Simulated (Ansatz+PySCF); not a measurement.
## doublet LiNH3: levels of theory in one basis

```yaml
atoms:
  - { symbol: N, position_ang: [0.0000, 0.0000, 0.9670] }
  - { symbol: H, position_ang: [0.9373, 0.0000, 1.3485] }
  - { symbol: H, position_ang: [-0.4687, -0.8117, 1.3485] }
  - { symbol: H, position_ang: [-0.4687, 0.8117, 1.3485] }
  - { symbol: Li, position_ang: [0.0000, 0.0000, -1.0347] }
```

Basis set: cc-pVTZ on H, N; cc-pCVTZ on Li (spherical functions). Left uncorrelated: 1 orbital. Correlation on ROHF uses semicanonical orbitals with singles. Charge 0, multiplicity 2.

Computed with Ansatz (development build ahead of 0.2.0) and PySCF 2.14.0; each method stands on the lowest determinant of its kind that the runs found.

| method | E − E(ROHF) (eV) | <S²> of the determinant |
| --- | --- | --- |
| ROHF | 0.00 | 0.75 |
| UHF | 0.00 | 0.75 |
| ROHF-MP2 | -7.50 | – |
| ROHF-CCSD | -7.97 | – |

(1) What does ROHF-CCSD(T) give on the same scale?

## Answers

(1) -8.19 eV.
